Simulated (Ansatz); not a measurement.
```yaml
crystal:
  periodic: [false, false, false]
  atoms:
    - {symbol: C, position_ang: [-0.495087, 2.087016, -0.137032]}
    - {symbol: C, position_ang: [-0.110390, 1.033663, 0.091467]}
    - {symbol: C, position_ang: [-0.007087, -0.162038, 0.450585]}
    - {symbol: C, position_ang: [0.387626, -1.881349, -0.616480]}
    - {symbol: O, position_ang: [-0.159057, -0.828151, 1.660211]}
    - {symbol: H, position_ang: [-0.625762, 3.180208, -0.660364]}
    - {symbol: H, position_ang: [0.470155, -1.149242, -1.621618]}
    - {symbol: H, position_ang: [0.159467, -2.545822, -0.419554]}
    - {symbol: H, position_ang: [-0.154175, 0.151761, 2.049321]}
basis:
  gaussian: {orbitals: def2-TZVPD}
hamiltonian: {xc: {name: r2SCANh}}
relax: {f_tol: 0.001, max_steps: 2}
```

```sh
$ ansatz run in.yaml --threads 4 --pin off --events-out ev --progress --plain --max-ram 10444MiB
```

Output, abridged:

```
Functional definition: r2SCANh
1084 factors; their error is unknown
mean field evaluation 1: about -6227.4769 eV, gradient 8.0e1 eV
mean field evaluation 2: about -6191.6407 eV, gradient 1.1e2 eV
mean field evaluation 4: about -6242.3631 eV, gradient 1.7e1 eV
mean field evaluation 8: about -6243.2074 eV, gradient 8.7e-1 eV
mean field evaluation 16: about -6243.2030 eV, gradient 7.4e-3 eV
mean field -6243.20304497 eV, -229.4334801078 hartree, gradient 2.5e-5 eV, S^2 0.000000; 0 other end points of the search recorded, 0 dependent functions left out
reference -6243.20305971 eV, -229.4334806492 hartree; 18, 18 occupied and 206, 206 virtual orbitals, 1084 factors
relax step   1: F+E_penalty+E_count = -6243.20304497 eV  Δ(F+E_penalty+E_count) = +0.000e0 eV  max|allowed force component| = 4.484e1 eV/Å  Δτ_max = 0.0000 Å  (39 SCF iters, accepted)
1084 factors; their error is unknown
mean field -6251.85379365 eV, -229.7513892579 hartree, gradient 1.4e-5 eV, S^2 0.000000; 0 other end points of the search recorded, 0 dependent functions left out
reference -6251.85380790 eV, -229.7513897818 hartree; 18, 18 occupied and 206, 206 virtual orbitals, 1084 factors
relax step   2: F+E_penalty+E_count = -6251.85379365 eV  Δ(F+E_penalty+E_count) = -8.651e0 eV  max|allowed force component| = 1.114e1 eV/Å  Δτ_max = 0.1944 Å  (46 SCF iters, accepted)
Error: geometry relaxation did not converge after 2 steps: max|allowed force component| = 1.11e1 eV/Å (threshold 1.0e-3). Raise `relax.max_steps` over both its present limit and 2, loosen `relax.f_tol`, or start from a geometry closer to equilibrium. Where this run's directory can be resumed (`checkpoint.write`), a resume goes on for up to `relax.max_steps` more
```

(1) What is wrong with this run?

Answers

(1) The relaxation is allowed too few steps for its threshold. No converged result was reached.
